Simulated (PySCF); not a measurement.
**Two-dimensional NMR puzzle**

Compound of formula C6H12. Correlations simulated from computed shifts and couplings:

HSQC (one-bond C–H):
```
  δH     δC  1J(C,H) (Hz)
5.60  140.5           155
1.94   30.8           131
0.97   17.0           133
```

COSY cross peaks (|J| ≥ 2 Hz):
```
  δH    δH  abs. J (Hz)  bonds
5.60  1.94          8.4      3
1.94  0.97          8.4      3
```

HMBC (two and three bonds, |J| ≥ 2.5 Hz):
```
  δH        δC [abs. J in Hz]
5.60   30.8 [7.2], 17.0 [2.8]
1.94  140.5 [6.9], 17.0 [4.5]
0.97  140.5 [5.8], 30.8 [3.4]
```

Computational details: PBE0/pcSseg-1 with gauge-including orbitals, spin–spin couplings from B3LYP/pcJ-1 (without the spin–dipole term), coordinates at the PBE0-D3(BJ)/def2-SVP level, in PySCF (no solvent, single conformer, fast rotation and ring inversion assumed for equivalent nuclei, no relativistic terms).

δ = σ(ref) − σ, references computed at the same level: 1H (31.27 ppm), 13C (184.41 ppm) vs TMS.

Exchangeable hydrogens are left out of these lists, and C,H couplings along chains are those of one rotamer, so weak HMBC peaks may be missing or extra.

Work out the connectivity.

Results:

`CC/C=C/CC`.

Structure with atom numbers: `[CH3:1][CH2:2]/[CH:3]=[CH:4]/[CH2:5][CH3:6]`. Each H is labelled by its parent atom.

- δC 140.5 is C3/C4, an alkene CH (δH 5.60).
- δC 30.8 is C2/C5, an allylic sp3 CH2 (δH 1.94).
- δC 17.0 is C1/C6, a methyl carbon (δH 0.97).
- COSY links 5.60–1.94, 1.94–0.97.

The shifts were computed for this structure.

Unscaled 3J(H,H) at this level run about 10 % above measured values. Shifts are as computed. Against solution values, carbons near 30 ppm lie about +2 ppm off and those near 130 ppm about +5 ppm. Of 1211 compounds with measured shifts, 218 miss one by over three times the rms of a fit or turn the order of signals round; such compounds aren't used in these exercises. Couplings across =CH–CH2 type bonds come from one rotamer and its mirror image, and can be 1–2 Hz further off.
